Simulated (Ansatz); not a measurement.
Reaction (substitution at a C–C bond): `C/C(F)=C(/O)F` + H–F → `OC(F)=C(F)F` + CH₄

Gas-phase electronic energies from Ansatz, PBE0-D4/def2-TZVP geometries. CCSD(T)/CBS adds triple-zeta CCSD(T) − MP2 to the extrapolated MP2 energy (def2 sets, frozen cores). This one scheme is used for every species. Functionals use def2-TZVPP. Each species was taken in one conformer, which may not be the lowest.

`C/C(F)=C(/O)F`:

Cartesian coordinates in Å:
```
C -0.966 -0.566 -0.972
C 0.212 -0.419 -0.094
F 1.019 -1.494 -0.046
C 0.561 0.647 0.614
O 1.699 0.791 1.294
F -0.226 1.733 0.633
H -1.593 -1.397 -0.635
H -0.654 -0.778 -1.998
H -1.563 0.345 -0.969
H 1.510 1.139 2.174
```

H–F:

Cartesian coordinates in Å:
```
F -0.427 0.156 -0.072
H 0.427 -0.156 0.072
```

`OC(F)=C(F)F`:

Cartesian coordinates in Å:
```
O -0.107 -0.799 -1.324
C 0.353 0.109 -0.458
F 1.339 0.815 -0.968
C -0.080 0.326 0.773
F -1.075 -0.382 1.295
F 0.395 1.228 1.600
H -0.825 -1.297 -0.919
```

CH₄:

```xyz
5

C     0.000    0.000    0.000
H    -0.698    0.731   -0.406
H    -0.245   -0.989   -0.386
H    -0.072   -0.006    1.087
H     1.015    0.264   -0.295
```

CCSD(T)/CBS gives +69.6 kJ/mol.

**Question.** Another level gave +53.7 kJ/mol. Which?
A. PBE-QIDH/def2-TZVPP
B. MP2/def2-TZVPP
C. r2SCAN0/def2-TZVPP
D. CAM-B3LYP/def2-TZVPP

**Answer.** C. r2SCAN0 53.7, CAM-B3LYP 48.8, PBE-QIDH 62.5, MP2/def2-TZVPP 72.0 kJ/mol.

Largest T1 diagnostic among the species: 0.013.

From r2SCAN to r2SCAN0 (25 % exact exchange), in def2-TZVPP and without D4, ΔE moves by +5.3 kJ/mol. The D4 term adds +5.0 kJ/mol with B3LYP and +2.8 kJ/mol with PBE0; it sums over pairs of atoms, weighted by their polarisabilities, and B3LYP, whose exchange is more repulsive, gets the larger term.

CCSD(T)/CBS has its own doubt, a few kJ/mol and more with outer-core shells, so smaller differences from it don't rank the levels.

B3LYP here is the variant with VWN-RPA as its local correlation; programs differ in this.
